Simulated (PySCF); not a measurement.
# CH5NO (N-Methylhydroxylamine): the cost of one run

The runs use PySCF 2.14.0, with density-fitted response routines of our own; the level of theory stands in each step. All values are computed, except where a source is named. Atoms are numbered from 0 throughout.

**1. The molecule as given**

8 atoms, charge 0, multiplicity 1; geometry from: GFN2-xTB. The atoms were then displaced at random by about 0.01 Å, so the start is not that level's minimum.

Bonds of the start (Å): C0–N1 1.44, N1–O2 1.42, C0–H3 1.06, C0–H4 1.11, C0–H5 1.10, N1–H6 1.02, O2–H7 0.98.

**2. Geometry optimisation at PBE0-D3(BJ)/def2-TZVP**

What the job is given:

```
{"job": {"xc": "PBE0", "basis": "def2-TZVP", "d3": "d3bj", "grid": 2, "shake": 0.01, "kind": "geom"}, "charge": 0, "multiplicity": 1}
C     -0.819750    -0.083280    -0.007760
N      0.468400     0.512470     0.210560
O      1.469190    -0.382040    -0.261880
H     -0.906170    -0.938930     0.615430
H     -1.579380     0.675580     0.283230
H     -1.023760    -0.339660    -1.056330
H      0.599330     1.341730    -0.371720
H      1.847270    -0.805010     0.536010
```

Started as:

```sh
$ OMP_NUM_THREADS=1 python probes_run.py task.json out
```

One launch serves the whole session: the jobs run in the order shown.

**Question.** How long does this first job take on 1 thread of Arm Neoverse N1, shared host, and how much memory does it need?

About 36 s, with a peak of 0.52 GiB.
